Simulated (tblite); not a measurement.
Compound: nitryl fluoride, FNO₂.
SMILES with atom numbers: `[O:1]=[N+:2]([O-:3])[F:4]`

Calculated harmonic vibrations of the isolated species, GFN2-xTB (tblite), most abundant isotopes, no scaling. Against measured fundamentals such values can be off by several per cent, at times by over 20.

Harmonic wavenumbers (cm⁻¹): 518.2, 536.1, 709.5, 752.5, 1406.1, 2123.4.

A = 13621, B = 11041, C = 6098 MHz; mass 64.991 u (most abundant isotopes); point group C2v, symmetry number 2.

Question: What is the zero-point energy?

Answer: Half the sum of the wavenumbers: 3023 cm⁻¹ = 36.16 kJ/mol.

Question: Give the ideal-gas entropy at 273.15 K and 1 bar in the rigid-rotor, harmonic-oscillator model (classical rotation).

Answer: Translation 159.10, rotation 90.95, vibration 5.94: S = 256.0 J/(mol K).

Question: And Cp and H(273.15 K) − H(0)?

Answer: Cp = 48.11 J/(mol K), of which vibrations give 14.85 (their classical limit is 6 R = 49.9); H(273.15 K) − H(0) = 10.31 kJ/mol without the zero-point energy, 1.23 from vibrations.

Question: How do the functions run with temperature in this model?

Answer: 
```tsv
T (K)	S (J/(mol K))	Cp (J/(mol K))	H − H(0) (kJ/mol)	G − H(0) (kJ/mol)	ln q(vib)
50	193.6	33.3	1.66	-8.02	0.00
100	216.7	33.8	3.33	-18.34	0.00
298.15	260.3	50.1	11.54	-66.06	0.22
373.15	272.1	55.3	15.51	-86.04	0.41
500	289.3	61.8	22.96	-121.67	0.78
750	316.0	69.8	39.52	-197.49	1.56
1000	336.8	74.3	57.58	-279.19	2.31
```

q(vib) and H(0) count from the zero-point level.

Question: Which modes carry the vibrational entropy at 273.15 K?

Answer: 518.2 cm⁻¹: 2.15; 536.1 cm⁻¹: 1.99; 709.5 cm⁻¹: 0.96; 752.5 cm⁻¹: 0.80; 1406.1 cm⁻¹: 0.04; 2123.4 cm⁻¹: 0.00 J/(mol K).
